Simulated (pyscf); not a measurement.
This saddle point was located with ωB97X-D3(BJ)/def2-SVP in PySCF.

```xyz
8

F      0.8350     0.0352     0.8833
N     -0.4339     0.5455     0.7124
F     -1.2118    -0.2429     1.5326
Si    -0.9532     0.1483    -1.0920
H     -1.3041    -0.6528    -2.5387
H     -2.3411     0.6627    -1.0046
H     -0.7000    -1.3393    -0.9377
H      0.0611     0.9921    -1.7685
```
Charge 0, spin multiplicity 2.

Surface: doublet, charge 0. Lowest wavenumbers (cm⁻¹): 712i, 184, 221, 271, 353.

**Question.** What reaction is this the transition state of?

**Answer.** F–N•–F + SiH₄ ⇌ F–N(F)–SiH₃ + H•, a substitution at Si read from left to right: H–Si broken and N–Si formed. At ωB97M-D3(BJ)/def2-TZVP it lies +38.0 kcal/mol from the left side (each side as separated species at their lowest minima found). The same reactants have a lower exit, to F–NH–F + SiH₃• (barrier +24.1 kcal/mol at ωB97M-D3(BJ), against +38.0 kcal/mol here). F–N(F)–SiH₃ lies 202.4 kcal/mol over its isomer H₂N–SiH(F)–F, and others may lie lower still (electronic energy, ωB97M-D3(BJ)). One saddle was located; it need not be the lowest between these sides. The angle at the attacked Si is 164°.
